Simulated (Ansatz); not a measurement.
Cubic perovskite BaTiO3 (cubic high-temperature phase), treated with PBE+SOC in Ansatz (PAW).

Numerical settings: plane-wave cutoff 520 eV, 8×8×8 k mesh, Fermi–Dirac smearing 0.01 eV, PAW data made under PBE.

Computed points:

```json
[
 {"V (Å³/atom)": "12.207", "E − E_lowest (meV/atom)": "26.60", "P (GPa)": "11.58"},
 {"V (Å³/atom)": "12.467", "E − E_lowest (meV/atom)": "11.38", "P (GPa)": "7.29"},
 {"V (Å³/atom)": "12.727", "E − E_lowest (meV/atom)": "2.74", "P (GPa)": "3.44"},
 {"V (Å³/atom)": "12.986", "E − E_lowest (meV/atom)": "0.00", "P (GPa)": "0.00"},
 {"V (Å³/atom)": "13.246", "E − E_lowest (meV/atom)": "2.55", "P (GPa)": "-3.08"},
 {"V (Å³/atom)": "13.506", "E − E_lowest (meV/atom)": "9.83", "P (GPa)": "-5.84"},
 {"V (Å³/atom)": "13.766", "E − E_lowest (meV/atom)": "21.34", "P (GPa)": "-8.32"}
]
```

What bulk modulus B0 and pressure derivative B′ does a third-order Birch–Murnaghan fit give?

V0 = 12.986 Å³/atom, B0 = 163 GPa, B′ = 4.5 (fit to the energies at full precision).

Measured, for comparison: bulk modulus 162 GPa (temperature not stated, no zero-point or thermal correction, our sources range from 162 to 173; as tabulated in Matsushita et al. (2011), arXiv:1104.2769). Computed (rounded) less measured: bulk modulus +0.6 % (inside the range of the sources held).

Note: the relaxation could not lower the start's symmetry, so the cell can be a saddle point above a distorted one.

The result took about 6 core-minutes (a rough figure).

Ansatz is a quantum-chemistry and plane-wave program.
